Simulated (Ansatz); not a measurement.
We consider fcc Cu, described by r²SCAN (PAW; Ansatz, an electronic-structure program).

Numerical settings: plane-wave cutoff 500 eV, 16×22×1 k mesh (along the axes of the cell as run), Fermi–Dirac smearing 0.1 eV, scalar-relativistic PAW data made under PBE.

Q: What does this level give for the surface energy of the (110) face and work function of the (110) face?

A: 
- surface energy of the (110) face = 1.84 J/m²
- work function of the (110) face = 4.44 eV

The slab of 12 atoms is relaxed and unreconstructed.

Static lattice: no zero-point or thermal effects.

Computing time: about 29 core-minutes (a rough figure).
